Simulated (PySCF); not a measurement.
Si2H7N

The system: Si2H7N, a small molecule; neutral, singlet. The structure, one conformer, was relaxed in the gas phase by PBE0-D3(BJ)/def2-SVP. No frequency run checks that it is a minimum.

SMILES: [SiH3]N[SiH3]

Coordinates in Å:
```
Si1    -1.542    0.027   -0.315
N2     -0.071    0.012    0.614
Si3     1.581   -0.041    0.067
H4     -2.468   -1.071    0.108
H5     -2.296    1.314   -0.177
H6     -1.166   -0.165   -1.746
H7     -0.192    0.064    1.623
H8      1.554   -0.216   -1.414
H9      2.327   -1.180    0.690
H10     2.335    1.210    0.397
```

Shieldings: GIAO PBE0/pcSseg-2. Shifts are against computed references at the same level: H TMS (σ 31.24 ppm), Si TMS (σ 341.3 ppm). Core levels by delta-SCF with SCAN, pcX-2 on the ionised atom and pcseg-1 elsewhere, spin-free X2C (2p3/2 is the spin-free 2p value less a third of a first-order spin-orbit splitting); from the vacuum level, for chosen atoms.

Task: Give the shieldings and core levels atom by atom.

Result: 
```tsv
atoms	bonded to	σ (ppm)	δ (ppm)	core level (eV)
Si1 Si3	1 N + 3 H	388.4	-47.1	2p3/2 107.14
N2	2 Si + 1 H	263.7	-	1s 404.37
H4 H5 H6	1 Si	26.43	4.81	-
H7	1 N	32.10	-0.86	-
H8 H9 H10	1 Si	26.44	4.81	-
```

Values are those of this one static structure, with the three H of a rotating XH3 group averaged; atoms that internal rotation interchanges would show their mean in an NMR spectrum.

Task: By CAM-B3LYP/def2-SVPD (TDDFT singlets, Tamm-Dancoff triplets, ionisation by delta-SCF), where does absorption start, and what does vertical ionisation take?

Result: The lowest singlet lies at 6.14 eV (f 0.003), the strongest of the first 6 at 7.28 eV (f 0.056), the lowest triplet at 5.80 eV; vertical ionisation takes 9.62 eV.

The 3 runs behind this took 75 s in all, one thread each of Arm Neoverse N1 on a shared host, launched as `OMP_NUM_THREADS=1 python cluster_run.py task.json out`.
